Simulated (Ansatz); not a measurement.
1T (CdI2-type) HfS2, treated with PBE-D4 in Ansatz (plane waves, PAW).

Numerical settings: plane-wave cutoff 520 eV, 12×12×6 k mesh (along the axes of the cell as run), scalar-relativistic PAW data made under PBE.

Computed at the level's own relaxed cell.

```xyz
3
Lattice="3.6162 0.0000 0.0000 -1.8081 3.1317 0.0000 0.0000 0.0000 5.8615" Properties=species:S:1:pos:R:3 pbc="T T T"
Hf     0.0000     0.0000     0.0000
S      0.0000     2.0878     1.4537
S      1.8081     1.0439     4.4077
```

**Question.** Give the elastic tensor (Voigt notation, GPa, ions relaxed, in the Cartesian axes of the cell as printed).

**Answer.** 
```
  141.5    25.9     6.4    -2.7     0.0     0.0
   25.9   141.5     6.4     2.7     0.0     0.0
    6.4     6.4    34.2     0.0     0.0     0.0
   -2.7     2.7     0.0     9.4     0.0     0.0
    0.0     0.0     0.0     0.0     9.4    -2.7
    0.0     0.0     0.0     0.0    -2.7    57.8
```

Measured, for comparison: elastic constant C33 39.4 GPa (temperature not stated, not corrected to a static lattice; as tabulated in Björkman et al. (2012), arXiv:1206.3542). Computed (rounded) less measured: elastic constant C33 -13 %.

Note: the dispersion coefficients are held fixed in the derivatives.

Spin–orbit coupling is not included.

The computed numbers hold no vibrational or temperature effects.

Ansatz is an electronic-structure program.
